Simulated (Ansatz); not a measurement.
# Several solutions for doublet C₂H

```yaml
atoms:
  - { symbol: H, position_ang: [0.0000, 0.0000, -1.0500] }
  - { symbol: C, position_ang: [0.0000, 0.0000, 0.0000] }
  - { symbol: C, position_ang: [0.0000, 0.0000, 2.9280] }
```

Basis set: 6-31G (spherical functions). Charge 0, multiplicity 2.

UHF was run from several starts with Ansatz (development build ahead of 0.2.0).

| run | program | start | converged | energy (hartree) | <S²> |
| --- | --- | --- | --- | --- | --- |
| A | Ansatz | search for the lowest state | yes | -75.95071 | 2.71 |
| B | Ansatz | atomic start, no search | yes | -75.93182 | 1.76 |
| C | Ansatz | stability test followed | yes | -75.93419 | 2.04 |

Problem. Which runs reached the lowest solution of this kind, and what is wrong with the others?

Solution. A reached the lowest solution found. Converged but too high: B by 0.51 eV, C by 0.45 eV. Convergence only shows a stationary point, and even a stable one can lie too high; stability tests and further starts are what find lower ones. Caution: the unrestricted determinant is a mixture of spin states.
